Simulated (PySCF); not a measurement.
**[C5H7O]+: core ionisation energies**

Species: C5H7O (charge +1).
Z-matrix (Å and degrees, GFN2-xTB geometry), rows numbered from 1:
```
C 
C   1  1.3221
C   2  1.4954  1  123.07
C   3  1.5866  2  108.50  1   114.53
C   4  1.3749  3  109.51  2  -177.19
O   5  1.1210  4  173.91  3     3.95
H   1  1.0778  2  122.43  3    -1.78
H   1  1.0760  2  121.30  3   176.29
H   2  1.0805  1  121.17  3  -178.42
H   3  1.0896  2  110.31  1    -5.64
H   3  1.0902  2  110.31  1  -126.58
H   4  1.0990  3  108.95  2   -56.29
H   4  1.0983  3  108.91  2    60.89
```

Method: PySCF, delta-SCF UKS SCAN, pcX-2 on the ionised atom, pcseg-1 elsewhere, spin-free X2C. Vertical ΔSCF values, vacuum level as zero.

Problem. Give the core binding energies atom by atom.

Solution. 
```tsv
atom(s)	environment	level	binding energy (eV)	above the level's lowest (eV)	count
C1	terminal =CH2 carbon	C 1s	294.60	0.00	1
C2	alkene CH carbon	C 1s	295.10	+0.50	1
C3	allylic carbon	C 1s	296.78	+2.18	1
C4	chain CH2 carbon	C 1s	298.61	+4.01	1
```

The listed C 1s values span 4.01 eV, from C1 (bonded to C (double bond) and 2 H) to C4 (bonded to 2 C and 2 H). The widest gap between neighbouring values is 1.83 eV, between 296.78 and 298.61 eV. Summing the Pauling electronegativity differences to the bonded atoms, each weighted by its formal bond order, gives -0.70 for the lowest site and -0.70 for the highest; the largest sum, -0.35, belongs to C2, 3.51 eV below the top.

Problem. Which photon energy gives electrons from C 1s of C3 a kinetic energy of 20 eV, and what is their de Broglie wavelength?

Solution. hν = 296.78 + 20 = 316.78 eV, recoil neglected; λ = 12.264 Å/√(E/eV) = 2.74 Å.

The list is incomplete; no value stands for C 1s of C5 (hole states with ⟨S²⟩ of 1 or more are left out). No level of oxygen is listed. The species carries charge +1, so core ionisation leaves charge +2. The structure is a single GFN2-xTB conformer in the gas phase; no vibrational or solvent corrections.
